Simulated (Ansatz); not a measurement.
Relaxation of CH$_{8}$Si$_{2}$ (11 atoms, charge 0, multiplicity 1), to a largest force component of 0.03 eV/Å in at most 50 steps.

Computed with RKS r2SCAN/def2-SVP (Ansatz 0.2.0).

```xyz
11
Properties=species:S:1:pos:R:3
Si -0.178 0.698 -0.030
H 0.606 -0.010 -2.554
C 1.518 0.866 0.177
H 1.063 0.073 -2.027
H -0.921 1.537 -1.009
Si -1.373 -0.980 1.052
H 2.111 1.621 -0.350
H 2.071 0.265 0.904
H -0.573 -1.489 2.205
H -1.631 -2.102 0.095
H -2.694 -0.479 1.538
```

Question: Where does it end, and by what steps?

Answer: It converged. The force dipped under the threshold on the way, but the program's further checks kept it going. After 30 steps the energy has fallen by 0.415 eV; H2 moved furthest, 1.68 Å.

```csv
step,energy less start (eV),largest force component (eV/Å),accepted
0,0.0000,2.285,yes
2,-0.3148,0.508,yes
4,-0.3892,0.051,yes
6,-0.3991,0.120,yes
8,-0.4074,0.011,yes
10,-0.4086,0.060,yes
12,-0.4094,0.022,yes
14,-0.4105,0.062,yes
16,-0.4114,0.035,yes
18,-0.4123,0.067,yes
20,-0.4134,0.041,yes
22,-0.4138,0.071,yes
24,-0.4141,0.080,yes
26,-0.4144,0.044,yes
28,-0.4149,0.058,yes
30,-0.4152,0.021,yes
```

```xyz
11
Properties=species:S:1:pos:R:3
Si -0.481 0.776 0.232
H 1.946 -0.223 -3.545
C 1.233 0.904 0.143
H 1.692 -0.077 -2.843
H -1.333 1.805 -0.432
Si -1.511 -0.977 1.363
H 1.742 1.719 -0.382
H 1.894 0.170 0.619
H -0.438 -1.822 1.970
H -2.332 -1.810 0.432
H -2.412 -0.465 2.443
```

Whether the end is a true minimum wasn't checked by a vibrational analysis.

Run time: 41 s on 2 threads of AMD EPYC 9R14 (Zen 4), with other jobs on the host, peak memory 0.16 GiB.
